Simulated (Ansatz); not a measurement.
Ideal-gas functions of H6NSi2, SMILES `N[SiH][SiH3]` radical at 600 K and 1 bar, from an Ansatz frequency run at PBE0-D4/def2-TZVP.

Molar mass 76.23 g/mol, point group C1 (symmetry number 1), electronic degeneracy 2, moments of inertia 30.689, 152.36, 173.619 u Å². Harmonic wavenumbers (cm⁻¹, unscaled): 99, 146, 232, 377, 409, 419, 514, 604, 692, 842, 863, 905, 930, 941, 1580, 2172, 2193, 2209, 2222, 3601, 3698.

Use S(trans) = R[1.5 ln M + 2.5 ln T − 1.1517]; rotational temperatures θ = 24.2544 K / I; S(rot) = R[ln(√π/σ · √(T³/θAθBθC)) + 1.5]; for each mode x = 1.438777 ν̃/T, S = R[x/(eˣ − 1) − ln(1 − e⁻ˣ)] and H = RT x/(eˣ − 1); 1 cm⁻¹ = 0.0119627 kJ/mol; R = 8.31446 J/(mol·K).

**Question.** By hand: the entropy, in J/(mol·K).

**Answer.** Translation 177.4. Rotation: θ = 0.7903, 0.1592, 0.1397 K, giving 113.8. Vibration, mode by mode: 20.29, 17.08, 13.30, 9.43, 8.80, 8.62, 7.08, 5.93, 5.00, 3.75, 3.61, 3.33, 3.18, 3.11, 0.92, 0.28, 0.27, 0.26, 0.26, 0.01, 0.01, in all 114.5. Electronic 5.8. Sum 411.5 J/(mol·K).

**Question.** By hand: H − E and G − E in kJ/mol, counted from the electronic energy.

**Answer.** Zero-point energy ½ × 25648 × 0.0119627 = 153.4; thermal vibration 36.0; translation, rotation and pV give 4 RT = 20.0. H − E = 209.4 kJ/mol, and G − E = 209.4 − 600 × 411.5/1000 = -37.5 kJ/mol.

Vibration gives 28 % of the entropy, 37.4 J/(mol·K) of it from the modes under 150 cm⁻¹: soft modes count most, and the harmonic formula is weakest for them. The sum counts one conformer and one mirror image; others add a mixing term.
